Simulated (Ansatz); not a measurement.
Input for Ansatz (development build ahead of 0.2.0):

```yaml
crystal:
  periodic: [false, false, false]
  atoms:
    - { symbol: C, position_ang: [0.0, 0.0, -0.82014] }
    - { symbol: S, position_ang: [0.0, 0.0, 0.82014] }
basis:
  gaussian: { orbitals: def2-SVP }
total_charge: -1
magnetization:
  initial_magnetization: 1
hamiltonian:
  xc: hf
correlation:
  method: mp2
  frozen_orbitals: { C: 1, S: 5 }
```

The input is written out in the form of the current development build from the run's settings. Correlation on restricted open-shell orbitals is semicanonical, with singles.

Output:

* Converged: yes
* Reference energy: -435.13572 hartree
* Correlation energy: -0.22912 hartree
* Total energy: -435.36484 hartree
* Spin squared of the determinant: 0.750
* Stability test: minimum among restricted orbitals
* Occupied orbitals by symmetry in an Abelian subgroup (alpha; beta): 7 A1 3 B1 2 B2; 7 A1 2 B1 2 B2

Messages of the program:
```
mean field -11840.64607215 eV, -435.1357172733 hartree, gradient 3.0e-6 eV, S^2 0.750000; 2 other ends of a descent, 0 dependent functions left out
```

Caution: no diffuse functions for an anion.
